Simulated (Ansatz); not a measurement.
## Crystal structures of strontium under r²SCAN

Theory: DFT, r2SCAN, plane waves (500 eV) with PAW, scalar-relativistic in Ansatz 0.2.0. (PAW data from PBE, frozen cores regenerated.)

Each structure is relaxed within its own symmetry, so a high-lying one may be dynamically unstable.

```csv
structure,ΔE (meV/atom),V (Å³/atom),cell,magnetic state
fcc,0,56.86,a = 6.104 Å,spin not included
dhcp,3,57.01,"a = 4.313 Å, c = 14.158 Å (c/a = 3.283)",spin not included
hcp,6,57.21,"a = 4.313 Å, c = 7.102 Å (c/a = 1.646)",spin not included
bcc,11,56.32,a = 4.829 Å,spin not included
A15,36,56.93,a = 7.694 Å,spin not included
omega (AlB2-type),53,57.26,"a = 6.933 Å, c = 4.127 Å (c/a = 0.595)",spin not included
beta-Sn type,246,55.79,"a = 7.433 Å, c = 4.039 Å (c/a = 0.543)",spin not included
simple cubic,375,55.88,a = 3.823 Å,spin not included
diamond,1039,112.94,a = 9.668 Å,spin not included
```

ΔE counts from fcc.

Differences under about 8 meV lie within the error of the k-point mesh.
